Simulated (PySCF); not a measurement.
## ClF₃, singlet: structure and spectrum

All numbers come from PySCF, B3LYP, basis Cl def2-TZVP, F def2-TZVP (no relativity, density fitting).

The structure is a minimum.

```xyz
4
charge 0 multiplicity 1, angstrom
Cl    0.0000    0.0000   -0.3606
F     0.0000    0.0000    1.2561
F     1.7186    0.0000   -0.2964
F    -1.7186    0.0000   -0.2964
```

| Quantity | Value |
| --- | --- |
| Point group | C2v |
| Bond lengths | Cl–F 1.617 Å, Cl–F 1.720 Å (×2) |
| Bond angles | F–Cl–F 87.9° (×2), F–Cl–F 175.7° |
| Rotational constants | 0.4452, 0.1502, 0.1123 cm⁻¹ |
| Heat capacity Cp at 298.15 K | 64.7 J/(mol K) |
| Atomisation energy without zero-point energy | 528 kJ/mol |
| Rotational symmetry number | 2 |
| Enthalpy at 298.15 K above 0 K | 13.90 kJ/mol |
| Principal quadrupole moments (Buckingham, traceless) about the centre of mass | -7.26, 3.09, 4.17 D Å |
| Entropy at 298.15 K and 1 bar | 283.5 J/(mol K) |
| Zero-point energy | 18.0 kJ/mol |
| Principal polarisabilities | 12.0, 20.8, 36.7 bohr³ |
| Lowest empty level | -4.32 eV |
| Highest occupied level | -9.64 eV |
| Dipole moment | 0.69 D |

Harmonic modes (masses in u: Cl 34.969, F 18.998):
```csv
symmetry,ω (cm⁻¹),IR (km/mol),type
a1,309,13.1,bend
b1,322,17.6,bend
b2,415,0.1,bend
a1,520,4.8,stretch
b2,694,502,stretch
a1,746,55.1,stretch
```

In C2v the vibrations span 3a1 + b1 + 2b2. Here b1 is antisymmetric to the molecular plane and b2 lies in it.

Charges (e):
| atom | Mulliken | Löwdin | polar tensor | Mayer order to Cl1 |
| --- | --- | --- | --- | --- |
| Cl1 | 0.72 | 0.75 | 1.67 | – |
| F2 | -0.11 | -0.14 | -0.33 | 0.98 |
| F3,4 | -0.30 | -0.31 | -0.67 | 0.82 |

Mulliken populations on Cl1: s 5.97, p 9.84, d 0.43, f 0.04.

Outer orbital energies (eV). occupied: -15.42, -13.88, -12.65, -12.08, -12.06, -11.51, -10.90, -9.64; empty: -4.32, -1.84, 6.95, 7.30.

Counting electrons, chlorine keeps 4 of its valence electrons outside its bonds, so the VSEPR class is AX3E2 and the expected shape is T-shaped (C2v), as computed.

The final relaxation and frequency run took 23 s on 4 threads of a shared Arm Neoverse V1 host, with 130 basis functions and 13 gradients; the process peaked at 1.4 GiB. Launch command: `OMP_NUM_THREADS=4 python axn.py task.json out`.
